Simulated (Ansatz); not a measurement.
Results of G0W0@r²SCAN (hard PAW, contour deformation; Ansatz, a first-principles code) for zinc-blende BP.

The cell has the measured lattice parameters. Conventional cell: a = 4.5380 Å, b = 4.5380 Å, c = 4.5380 Å, α = 90.00°, β = 90.00°, γ = 90.00°.

The quasiparticle gap at Γ at a fixed k mesh 2×2×2:

```tsv
response cutoff	value (eV)
200 eV, 276 empty bands	4.275
250 eV, 385 empty bands	4.289
300 eV, 506 empty bands	4.297
400 eV, 780 empty bands	4.304
```

Question: Taking the value to converge with the response cutoff E as E^(−3/2), extrapolate from the last two rows.

Answer: With y = y∞ + c/w and weights w = 5196 and 8000 for the last two rows, y∞ = (w2 y2 − w1 y1)/(w2 − w1) = (8000 × 4.304 − 5196 × 4.297)/2804 = 4.317 eV, which lies 0.013 beyond the last row. Successive pairs of rows give 4.324, 4.322, 4.317. The limit also hangs on the law assumed, so its last digits aren't firm.

The other settings are not extrapolated, so this is the limit in one setting alone.

At the last cutoff the smallest gap on this mesh is 1.85 eV, with an edge away from Γ.
